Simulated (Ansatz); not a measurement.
# BCP+ (doublet): from Hartree-Fock to the top rungs, def2-QZVPP

The task here is to estimate one member of a computed series from the others.

The runs use Ansatz 0.2.0, Gaussian basis; def2-QZVPP, core rule «outside noble gas», up to 7 orbitals frozen.

To be run: UHF; ROHF; CCSD(T) on UHF.

2 further runs of the same task are left out: 2 set aside as unsound or not needed.

## The geometry

The geometry is a PBE0/def2-TZVP stationary point (not a proven minimum) of the parent state, kept for this charge and spin.

3 atoms, charge 1, spin multiplicity 2.

Atoms are counted from 1 here; the program's logs count them from 0.

Bond lengths: B1–C3 1.531 Å, P2–C3 1.546 Å. Angles: B1–C3–P2 180.0°.

Coordinates:

```xyz
3

B     0.00000    0.00000    1.53577
P     0.00000    0.00000   -1.54090
C     0.00000    0.00000    0.00513
```

Set-up of the first run:

in.yaml reads:

```yaml
crystal:
  periodic: [false, false, false]
  atoms:
    - {symbol: B, position_ang: [0.000000, 0.000000, 1.535770]}
    - {symbol: P, position_ang: [0.000000, 0.000000, -1.540899]}
    - {symbol: C, position_ang: [0.000000, 0.000000, 0.005129]}
basis:
  gaussian: {orbitals: "def2-QZVPP.json"}
total_charge: 1
magnetization: {spin_polarized: true, initial_magnetization: 1}
hamiltonian: {xc: hf}
output: {orbitals: {seedname: orbitals}}
```

On the command line:

```
$ ansatz run in.yaml --threads 1 --pin off --events-out ev --progress --plain --max-ram 2393MiB
```

Steps of the session up to this table: UHF; ROHF; CCSD(T) on UHF.

One of the session's tables, all rows but one given; the rest of the session is left out.

```
  method  from UCCSD(T) (meV)
    ROHF             +10191.8
     UHF                    ?
    UMP2              +1627.0
   UCCSD               +691.0
UCCSD(T)                    0
```

**Question.** Estimate the row for UHF.

The run gave: from UCCSD(T) (meV): +9941.5. In the column «from UCCSD(T) (meV)» it lies between UMP2 (+1627.0) and ROHF (+10191.8).

Limits of these values: The determinant is far from a pure spin state, so its energy mixes those of several spin states (harmless only where they are near-degenerate, as at dissociation).
